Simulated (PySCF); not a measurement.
Below is a simulated gas-phase C 1s photoelectron spectrum of AlH2(vinyl), `[H][Al]([H])[CH]=C`.

Every computed line was given a Gaussian of 0.5 eV full width at half maximum and an area set by the number of equivalent atoms; the highest printed point is 100. Theory: PySCF 2.14.0, delta-SCF UKS SCAN, pcX-2 on the ionised atom, pcseg-1 elsewhere, spin-free X2C.

```tsv
binding energy (eV)	intensity
289.1	0
289.2	1
289.3	4
289.4	11
289.5	27
289.6	51
289.7	79
289.8	98
289.9	97
290.0	77
290.1	51
290.2	32
290.3	29
290.4	43
290.5	68
290.6	92
290.7	100
290.8	87
290.9	61
291.0	34
291.1	15
291.2	6
291.3	2
291.4	0
```

Problem. Count the maxima, the lines and the sites behind this envelope.

Solution. The curve has 2 maxima (at 289.8 and 290.7 eV). Under it lie 2 lines from 2 inequivalent carbon sites.

Problem. Decompose the envelope and assign each component. Bonds: Al1–C4, C4–C5. Hydrogens: H2, H3 on Al1; H6 on C4; H7, H8 on C5.

Solution. 
```csv
position (eV),relative area,line,atoms,environment
289.84,1,C 1s,C4,"carbon bonded to Al, C and H"
290.69,1,C 1s,C5,carbon bonded to C and 2 H
```

Problem. Above which line width would these two lines show one maximum?

Solution. Two equal Gaussians merge once their distance is under 2σ = FWHM/1.177. With 0.84 eV between them that is a full width over 0.99 eV.

Lowest listed C 1s: C4, bonded to C, H and Al. Highest, 0.85 eV above it: C5, bonded to C and 2 H.

No satellites, vibrations or lifetime broadening are included. Isolated species at its PBE0-D3(BJ)/def2-SVP geometry (one conformer only).

Time: 11 s of wall time. Hardware: one thread of an x86-64 server, on a shared host.
